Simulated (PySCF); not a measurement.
Compound: phosphanamine, H4NP.
SMILES with atom numbers: `[NH2:1][PH2:2]` (hydrogens: H3, H4 on N1; H5, H6 on P2)

Computed geometry: GFN2-xTB, gas phase.

(1) What internal coordinates does the optimisation give?

## Answers

(1) 
```tsv
bond	length (pm)
N1–P2	170.0
N1–H3, N1–H4	101.2
P2–H5	140.0
P2–H6	141.0
```

Bonds in one row agree within 1 pm and their mean is given. A selection of angles:
```tsv
angle	degrees
P2–N1–H3	116.7
P2–N1–H4	113.4
H3–N1–H4	110.2
N1–P2–H5	95.5
N1–P2–H6	101.5
H5–P2–H6	90.9
```

N1 (nitrogen bonded to P and 2 H) is pyramidal (angles 116.7°, 113.4° and 110.2°, sum 340.3°, 0.31 Å off the plane of its three neighbours). P2 (three-coordinate phosphorus) is pyramidal (angles 101.5°, 95.5° and 90.9°, sum 287.9°, 0.77 Å off the plane of its three neighbours).

Point group: C1 (no symmetry element, even within 0.4 Å). No GFN2-xTB frequencies stand behind this structure, so it isn't proved a minimum. The numbers are those of one conformer (H–N1–P2–H -65° and 166°).
